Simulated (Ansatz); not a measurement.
Geometry optimisation, RKS PBE/6-31G* in Ansatz.

Input:

```yaml
crystal:
  periodic: [false, false, false]
  atoms:
    - { symbol: Si, position_ang: [-0.480628, 0.221001, -0.392197] }
    - { symbol: C, position_ang: [-0.114837, -0.093576, 2.677033] }
    - { symbol: H, position_ang: [-0.34772, -0.203586, 3.750878] }
    - { symbol: H, position_ang: [0.63432, -0.848687, 2.402033] }
    - { symbol: H, position_ang: [0.29859, 0.911381, 2.50808] }
    - { symbol: H, position_ang: [0.743915, 0.12868, 0.453091] }
    - { symbol: H, position_ang: [-0.241025, 1.407756, -1.280963] }
    - { symbol: H, position_ang: [-0.553231, -1.030007, -1.217147] }
    - { symbol: "N", position_ang: [-2.146301, 0.433324, 0.23272] }
    - { symbol: H, position_ang: [-2.613673, -0.406419, 0.580938] }
    - { symbol: H, position_ang: [-2.332878, 1.220239, 0.855402] }
    - { symbol: H, position_ang: [-1.040432, -0.226606, 2.094032] }
basis:
  gaussian: { orbitals: "6-31G*" }
hamiltonian:
  xc: pbe
relax:
  f_tol: 0.03
  max_steps: 50
```

Command:

```bash
$ ansatz run input.yaml --threads 1 --pin off --max-ram 2048MiB --backend cpu --events-out ev --progress --plain --runs-dir out
```

Problem. Where does it end, and by what steps?

Solution. The forces met the threshold. The force dipped under the threshold on the way, but the program's further checks kept it going. After 17 steps the energy has fallen by 0.422 eV; H5 moved furthest, 1.22 Å.

| step | energy less start (eV) | largest force component (eV/Å) | accepted |
| --- | --- | --- | --- |
| 0 | 0.0000 | 0.965 | yes |
| 1 | -0.2734 | 0.601 | yes |
| 2 | -0.3722 | 0.400 | yes |
| 3 | -0.4027 | 0.159 | yes |
| 4 | -0.4028 | 0.287 | yes |
| 5 | -0.4116 | 0.193 | yes |
| 6 | -0.4163 | 0.016 | yes |
| 7 | -0.4177 | 0.110 | yes |
| 8 | -0.4192 | 0.047 | yes |
| 9 | -0.4202 | 0.020 | yes |
| 10 | -0.4208 | 0.036 | yes |
| 11 | -0.4212 | 0.043 | yes |
| 12 | -0.4215 | 0.041 | yes |
| 13 | -0.4217 | 0.035 | yes |
| 14 | -0.4218 | 0.031 | yes |
| 15 | -0.4220 | 0.035 | yes |
| 16 | -0.4221 | 0.027 | yes |
| 17 | -0.4222 | 0.012 | yes |

```xyz
12
Properties=species:S:1:pos:R:3
Si -0.708 0.291 -1.143
C -0.042 -0.117 3.432
H -0.842 -0.249 4.176
H 0.604 -1.008 3.425
H 0.559 0.767 3.692
H 0.708 0.168 -0.627
H -0.777 1.562 -1.936
H -0.953 -0.890 -2.034
N -2.005 0.335 0.032
H -2.190 -0.514 0.568
H -2.065 1.147 0.648
H -0.483 0.021 2.432
```

Run time: 41 s on 1 thread of Arm Neoverse V1, on a shared host, peak memory 0.13 GiB.
